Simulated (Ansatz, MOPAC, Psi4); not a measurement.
Species: CHO, net charge 0, doublet state. SMILES: [CH]=O
Structure (B3LYP-D3(BJ)/def2-TZVP (Ansatz, a program for electronic structure) minimum search):
```
C
O 1 1.1718
H 1 1.1249 2 124.43
```
Charge 0, spin multiplicity 2.

Wanted: enthalpy of formation at 298 K, in kcal/mol. Conventions: PM7 with its own dispersion and hydrogen-bond terms; non-relativistic; 6-311+G** with 5d; UHF or UKS for open shells; frozen cores in correlated levels; spin-orbit terms left out; no dispersion term unless named; 6-31G* and kin with 6d, 5d where marked. CBS marks a two-point X^-3 extrapolation of the correlation energy; Hartree-Fock from the larger set. First-principles rows: single points at B3LYP-D3(BJ) geometries (Ansatz), with unscaled harmonic terms from B3LYP/6-31G* at its own minima, enthalpies of formation by atomisation with measured atoms. Semi-empirical rows: MOPAC heats of formation at their own minima for 298 K. A UHF reference is markedly spin-contaminated in at least one set, which strains HF and MP2.

Measured values: G2/97 table in ASE (Curtiss et al.); they hold spin-orbit and core effects, anharmonicity. 

Value to compare with, the measured value: 10.0 kcal/mol.

```
level                                        program  enthalpy of formation at 298 K (kcal/mol)  error
------------------------------------  --------------  -----------------------------------------  -----
PM3                                            MOPAC                                      -10.2  -20.2
PM6                                            MOPAC                                       -4.0  -14.0
PM7                                            MOPAC                                       -3.0  -13.0
HF/3-21G                                      Ansatz                                      143.4  133.4
SVWN5/6-31G*                                  Ansatz                                      -42.1  -52.1
PBE/def2-SVP                                  Ansatz                                       -9.5  -19.5
B3LYP/6-31G*                                  Ansatz                                       11.0    1.0
wB97X-D/6-311+G**                               Psi4                                       12.5    2.5
MP2/3-21G                                     Ansatz                                       61.0   51.0
MP2/6-31G*                                    Ansatz                                       24.6   14.6
PBE/def2-TZVPD                                Ansatz                                       -5.9  -15.9
PBE0/def2-TZVPD                               Ansatz                                        8.7   -1.3
B2PLYP-D3(BJ)/def2-TZVPD              Ansatz + dftd3                                       10.0    0.0
CCSD(T)/CBS(aug-cc-pVTZ,aug-cc-pVQZ)          Ansatz                                       10.7    0.7
```

Among the 10 habitual levels, HF/3-21G lies farthest from the measured value (133.4 kcal/mol) and B3LYP/6-31G* nearest (1.0); 5 of 10 lie above it, and their mean absolute error is 32.1 kcal/mol, the median 17.1. One case shows no general order.

The levels are drawn from those run, B3LYP/6-31G* more often than the rest, none by its result; runs whose electronic state is in doubt are left out.
